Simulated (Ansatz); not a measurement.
Reaction: CHN (formonitrile, SMILES C#N) → CHN (parent SMILES C#N, triplet)
Each species at its own B3LYP-D3(BJ)/def2-TZVP minimum (Ansatz, an electronic-structure program).

Wanted: adiabatic triplet-singlet gap (electronic), in kcal/mol. Open shells are spin-unrestricted; no spin-orbit coupling. CBS(X,Y): correlation extrapolated as X^-3, Hartree-Fock from the larger set (Q,5: extrapolated as (X+1)exp(-9√X)). A bracket is a step between two methods taken in the basis named. The functionals are non-relativistic, so their misses hold any scalar relativity. Double hybrids freeze cores in their MP2 part. 'core' is core correlation in cc-pwCVTZ, 'X2C' scalar relativity in cc-pVTZ-DK, both at CCSD(T). The UHF reference of CHN (parent SMILES C#N, triplet) is spin-contaminated (<S^2> up to 0.08 over the pure value in the sets run). The spin of CHN (parent SMILES C#N, triplet) was assumed, and the state is the lowest solution found for it.

CCSD(T)/CBS(cc-pVQZ,cc-pV5Z) + [CCSDT(Q) - CCSD(T)]/cc-pVQZ + [CCSDTQ - CCSDT(Q)]/cc-pVDZ + core + X2C (Ansatz) gives 111.1 kcal/mol.

Q: How far off this value is PBE/def2-TZVPD (Ansatz), in which direction, and which of these levels come nearer: r2SCAN/def2-TZVPD, B3LYP/def2-TZVPD, wB97M-V/def2-TZVPD, B2PLYP/def2-TZVPD, CCSD(T)/CBS(cc-pVQZ,cc-pV5Z) + core + X2C?

A: PBE gives 107.5 kcal/mol, 3.6 kcal/mol below it. Differences of the others: r2SCAN/def2-TZVPD (Ansatz) -8.6; B3LYP/def2-TZVPD (Ansatz) -3.5; wB97M-V/def2-TZVPD (Ansatz) 2.2; B2PLYP/def2-TZVPD (Ansatz) 1.1; CCSD(T)/CBS(cc-pVQZ,cc-pV5Z) + core + X2C (Ansatz) 1.6 kcal/mol. Nearer than PBE: B3LYP/def2-TZVPD, wB97M-V/def2-TZVPD, B2PLYP/def2-TZVPD, CCSD(T)/CBS(cc-pVQZ,cc-pV5Z) + core + X2C.
